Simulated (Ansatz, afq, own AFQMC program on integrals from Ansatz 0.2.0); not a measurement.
H₃, doublet in cc-pVTZ, levels against full CI

```yaml
atoms:
  - { symbol: H, position_ang: [0.0000, 0.0000, -0.8190] }
  - { symbol: H, position_ang: [0.0000, 0.0000, -0.0740] }
  - { symbol: H, position_ang: [0.0000, 0.0000, 0.8930] }
```

Basis cc-pVTZ. Noble-gas cores (and the filled d shells of Ga–Kr and In–Xe) are frozen. Integrals, coupled cluster, full CI and functionals: Ansatz 0.2.0; the random walks run on the same integrals in our own AFQMC program. ph-AFQMC/CISD is guided by a CISD state made of CCSD amplitudes; releasing the constraint for a short imaginary time cuts its bias at the price of noise, slowly where states lie close. ± is one standard error of the sampling.

Determinant: UHF, the one that the program's search chose, which needn't be the lowest solution. The geometry is a point of a scan.

Full CI on the same integrals is exact in this basis and with this determinant's frozen core.

```
T1 diagnostic                               : 0.0154
weight of the determinant in the CISD state : 0.974
⟨S²⟩ of the determinant                     : 0.769
size of the correlated space                : 3 electrons in 42 orbitals
```

```csv
level,correlation energy (eV)
MP2,-1.0670
CCSD,-1.3561
CCSD(T),-1.3672
```

Question: Estimate where AFQMC with the constraint released lies against CCSD(T) on the same integrals.

Answer: 0.07 ± 0.002 kcal/mol below CCSD(T).

Reference: full CI, correlation energy -1.370 eV. The released energy is read at 2.40 1/Eh (meV from the phaseless value at times in 1/Eh: -0.17 ± 0.13 at 0.24, -0.42 ± 0.13 at 0.51, -0.35 ± 0.12 at 0.99, -0.31 ± 0.08 at 1.62, -0.43 ± 0.10 at 2.40).

| level | E − E(reference) (kcal/mol) | share of correlation (%) |
| --- | --- | --- |
| CCSD(T) | 0.06 | 99.80 |
| ph-AFQMC/CISD | 0.01 ± 0.004 | 99.98 |
| released AFQMC | 0.00 ± 0.002 | 100.01 |

A walk keeps the symmetry of its determinant, which the program's search chose and which needn't be the lowest solution, so a lower state of the same spin and another symmetry isn't excluded. Released energies are given only where the last usable release times agree within the noise; a slower fall can still hide under it.
